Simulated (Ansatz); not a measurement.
The input, for Ansatz 0.2.0:

```yaml
crystal:
  periodic: [false, false, false]
  atoms:
    - {symbol: C, position_ang: [0.000000, 0.050000, 0.000000]}
    - {symbol: Al, position_ang: [0.000000, 0.000000, 0.000000]}
    - {symbol: C, position_ang: [0.000000, 0.000000, -1.920050]}
basis:
  gaussian: {orbitals: def2-mTZVP}
magnetization: {spin_polarized: true, initial_magnetization: 3}
correlation: {method: mp2, electrons: outside_noble_gas}
output: {forces: true}
```

```sh
$ ansatz run in.yaml --threads 1 --pin off --events-out ev --progress --plain --max-ram 2393MiB
```

Q: One thing in this input was set wrong on purpose, beside settings that are merely unusual. What is the gravest fault, and what does the program do?

A: Atoms on top of each other. How the run ends: converged.
```
541 factors; integrals over basis functions are off by at most 7.5e-4 eV
mean field evaluation 1: about 7571.0838 eV, gradient 9.3e1 eV
mean field evaluation 2: about 7568.6322 eV, gradient 9.2e1 eV
mean field evaluation 4: about 7564.0361 eV, gradient 2.8e0 eV
mean field evaluation 8: about 7563.9906 eV, gradient 1.2e-2 eV
a density is far from that of the atoms, so the factors are made again for it
577 factors; integrals over basis functions are off by at most 6.9e-4 eV
mean field evaluation 16: about 7568.6306 eV, gradient 9.2e1 eV
mean field 7563.98928026 eV, 277.9714789935 hartree, gradient 8.6e-6 eV, S^2 3.758872; 1 other end points of the search recorded, 0 dependent functions left out
7 core orbitals not correlated: weight in the atoms' cores, before any rotation towards them, 0.512 or more for the frozen orbitals, at most 0.188 for the correlated occupied ones
reference 7563.98928026 eV, 277.9714789935 hartree; 7, 4 occupied and 46, 49 virtual orbitals, 577 factors
second order -3.59857527 eV of doubles, -0.00000000 eV of singles
the calculation of the forces begins
Total energy: 7560.39070499 eV, 277.8392337914 hartree
Atom 0 at     0.000000     0.050000     0.000000 Å, force    -0.000000 411404.036782     9.162822 eV/Å
Atom 1 at     0.000000     0.000000     0.000000 Å, force     0.000000 -411403.798173    -0.027688 eV/Å
Atom 2 at     0.000000     0.000000    -1.920050 Å, force    -0.000000    -0.238609    -9.135134 eV/Å
Dipole moment:     0.000000    -0.010070     1.632448 e Å
```
